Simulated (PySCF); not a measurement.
Species: C4H2FN.
InChI=1S/C4H2FN/c5-4-1-3(4)2-6/h1,3H/t3-/m0/s1

Computed, not measured: EOM-IP-CCSD/aug-cc-pVDZ in PySCF, restricted Hartree–Fock reference, 6 core orbitals frozen, non-relativistic, gas phase, PBE0-D3(BJ)/def2-SVP geometry.

The vertical ionisation energies are 10.98, 11.61, 12.43, 13.02, 13.93, 14.38, 16.90, 17.83 eV.

Q: Which Hartree–Fock orbital leads each hole, and what is its Koopmans value −ε?

A: 
```json
{"leading hole (HF orbital)": "HOMO", "Koopmans (eV)": "11.34", "EOM-IP-CCSD (eV)": "10.98", "change (eV)": "-0.36", "one-hole share": "0.96"}
{"leading hole (HF orbital)": "HOMO-1", "Koopmans (eV)": "12.01", "EOM-IP-CCSD (eV)": "11.61", "change (eV)": "-0.40", "one-hole share": "0.96"}
{"leading hole (HF orbital)": "HOMO-2", "Koopmans (eV)": "12.70", "EOM-IP-CCSD (eV)": "12.43", "change (eV)": "-0.27", "one-hole share": "0.96"}
{"leading hole (HF orbital)": "HOMO-4", "Koopmans (eV)": "15.15", "EOM-IP-CCSD (eV)": "13.02", "change (eV)": "-2.13", "one-hole share": "0.92"}
{"leading hole (HF orbital)": "HOMO-3", "Koopmans (eV)": "14.83", "EOM-IP-CCSD (eV)": "13.93", "change (eV)": "-0.90", "one-hole share": "0.95"}
{"leading hole (HF orbital)": "HOMO-5", "Koopmans (eV)": "15.75", "EOM-IP-CCSD (eV)": "14.38", "change (eV)": "-1.37", "one-hole share": "0.95"}
{"leading hole (HF orbital)": "HOMO-6", "Koopmans (eV)": "18.96", "EOM-IP-CCSD (eV)": "16.90", "change (eV)": "-2.06", "one-hole share": "0.94"}
{"leading hole (HF orbital)": "HOMO-7", "Koopmans (eV)": "20.52", "EOM-IP-CCSD (eV)": "17.83", "change (eV)": "-2.69", "one-hole share": "0.93"}
```

Q: Does the order of the lines follow the orbital energies?

A: No: the HOMO-4 hole (13.02 eV) falls below the HOMO-3 hole (13.93 eV). The corrections run from -2.69 to -0.27 eV, with a mean of -1.27 eV over the 8 lines; no line lies above its Koopmans value. Koopmans values leave out both the relaxation of the orbitals and the change in correlation energy.

Q: At what kinetic energies would He I light (21.22 eV) eject these electrons?

A: 10.24 eV (HOMO), 9.61 eV (HOMO-1), 8.79 eV (HOMO-2), 8.20 eV (HOMO-4), 7.29 eV (HOMO-3), 6.84 eV (HOMO-5), 4.32 eV (HOMO-6), 3.39 eV (HOMO-7).

One root was sought for each valence orbital with −ε under 21 eV, eight at most, so deeper holes and satellites are missing; no vibrational structure.
